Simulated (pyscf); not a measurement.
## Concerted two-bond exchange: •O–Si(=O)–OH (SMILES [O][Si](=O)O) + HF (SMILES F) -> •O–Si(=O)–OH (SMILES [O][Si](=O)O) + HF (SMILES F)

Gas phase, doublet surface, charge 0. Bonds broken: O3–H5, H6–F7. Bonds formed: O4–H6, H5–F7. Structures and frequencies: ωB97X-D3(BJ)/def2-SVP in PySCF.

Transition state (Å):

```xyz
7

O      1.3390     1.3773    -0.0536
Si     0.1703     0.2089    -0.0644
O      0.5471    -1.2930     0.2223
O     -1.3286     0.5894    -0.3623
H     -0.5124    -1.7348     0.1165
H     -1.7714    -0.4707    -0.2760
F     -1.7492    -1.7115    -0.0881
```

One imaginary mode, 1300i cm⁻¹; descent along it reached the two sides named, in the forms told below.

```json
[
 {"bond": "O3–H5", "change": "breaks", "reactant side (Å)": "0.981", "saddle": "1.153", "product side": "1.657"},
 {"bond": "H6–F7", "change": "breaks", "reactant side (Å)": "0.960", "saddle": "1.255", "product side": "1.940"},
 {"bond": "O4–H6", "change": "forms", "reactant side (Å)": "1.658", "saddle": "1.152", "product side": "0.981"},
 {"bond": "H5–F7", "change": "forms", "reactant side (Å)": "1.940", "saddle": "1.254", "product side": "0.960"}
]
```

Electronic energies relative to the separated reactants (eV):

```tsv
level	barrier	reaction energy	reverse barrier
ωB97X-D3(BJ)/def2-TZVP	-0.12	0.00	-0.12
PBE/def2-TZVP	-0.18	0.00	-0.18
r²SCAN/def2-TZVP	-0.21	0.00	-0.21
B3LYP-D3(BJ)/def2-TZVP	-0.09	0.00	-0.09
PBE0-D3(BJ)/def2-TZVP	-0.19	0.00	-0.19
M06-2X/def2-TZVP	-0.20	0.00	-0.20
ωB97M-D3(BJ)/def2-TZVP	-0.11	0.00	-0.11
HF/def2-TZVP	0.48	0.00	0.48
```

With ωB97M-D3(BJ)/def2-TZVP energies and thermal terms (ideal gas, 1 atm, RRHO with modes under 100 cm⁻¹ raised to 100, one conformer, R ln 2 for chiral ones without a mode under 150 cm⁻¹), in eV:

```
T (K)    ΔH‡   ΔG‡    ΔH    ΔG
-----  -----  ----  ----  ----
298    -0.21  0.28  0.00  0.00
600    -0.24  0.79  0.00  0.00
900    -0.24  1.31  0.00  0.00
1200   -0.22  1.82  0.00  0.00
```

On the reactant side the descent ends in a bound adduct, 0.62 eV under the separated species and 0.51 eV under the saddle at ωB97X-D3(BJ)/def2-TZVP. On the product side the descent ends in a bound adduct, 0.62 eV under the separated species and 0.51 eV under the saddle at ωB97X-D3(BJ)/def2-TZVP. At ωB97X-D3(BJ)/def2-TZVP, PBE, r²SCAN, B3LYP-D3(BJ), PBE0-D3(BJ), M06-2X, ωB97M-D3(BJ) the saddle lies under the separated reactants, which points to a path from their complex (located at ωB97X-D3(BJ) alone). At ωB97X-D3(BJ)/def2-TZVP, PBE, r²SCAN, B3LYP-D3(BJ), PBE0-D3(BJ), M06-2X, ωB97M-D3(BJ) the saddle lies under the separated products, which points to a path from their complex (located at ωB97X-D3(BJ) alone). This is the saddle that the search found; another between the same sides may lie lower.
